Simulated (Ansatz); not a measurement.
## doublet C₂N: levels of theory in one basis

```xyz
3

C     0.0000    0.0000   -1.5400
C     0.0000    0.0000    0.0000
N     0.0000    0.0000    1.3035
```

Basis set: def2-SVP (spherical functions). Frozen core: 3 orbitals. Correlation on ROHF uses semicanonical orbitals with singles. Charge 0, multiplicity 2.

Computed with Ansatz (development build ahead of 0.2.0); each method stands on the lowest determinant of its kind that the runs found.

| method | E − E(ROHF) (eV) | <S²> of the determinant |
| --- | --- | --- |
| ROHF | 0.00 | – |
| UHF | -1.01 | 1.74 |
| UHF-MP2 | -8.88 | 1.74 |
| ROHF-CCSD(T) | -11.60 | – |
| UHF-CCSD(T) | -11.53 | 1.74 |
| UHF-CCSDT(Q) | -11.72 | 1.74 |

What does ROHF-MP2 give on the same scale?

-10.49 eV.

Caution for ROHF, ROHF-MP2, ROHF-CCSD(T): an unrestricted determinant lies well below. Caution for UHF, UHF-MP2, UHF-CCSD(T), UHF-CCSDT(Q): the unrestricted determinant is a mixture of spin states. Caution for UHF-CCSD(T): another reference gives a lower total.
